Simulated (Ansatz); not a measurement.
The same path of H4Si (5 atoms, charge 0, multiplicity 1) was run twice with different band settings. Made: H2–H3.

Theory: RKS CAM-B3LYP/def2-SVP in Ansatz.

Relaxed end points:

```xyz
5
Properties=species:S:1:pos:R:3
Si 0.241 0.000 0.171
H 0.241 0.000 1.658
H 1.644 0.000 -0.325
H -0.460 1.214 -0.325
H -0.460 -1.214 -0.325
```

```xyz
5
Properties=species:S:1:pos:R:3
Si 0.218 0.000 -0.716
H 0.729 0.000 1.082
H 1.405 0.000 0.617
H -0.573 1.120 -0.065
H -0.573 -1.120 -0.065
```

Common settings: spring 5.0 eV/Å²; optimiser quadratic models (default); start path through a guess of the saddle point; force threshold 0.05 eV/Å; iteration limit 60; end points relaxed.

| run | movable images | climbing image |
| --- | --- | --- |
| 1 | 7 | yes |
| 2 | 4 | no |

(1) What does each run give, and how far can it be trusted?

Results:

(1) Run 1: converged after 8 iterations, highest image 2.636 eV above the first end. A vibrational analysis at the climbing image gives one clearly imaginary mode, 1169i cm⁻¹: a first-order saddle point.
Run 2: converged after 5 iterations, highest image 2.621 eV above the first end. No image climbed, so the highest image needn't sit at the top of the path.
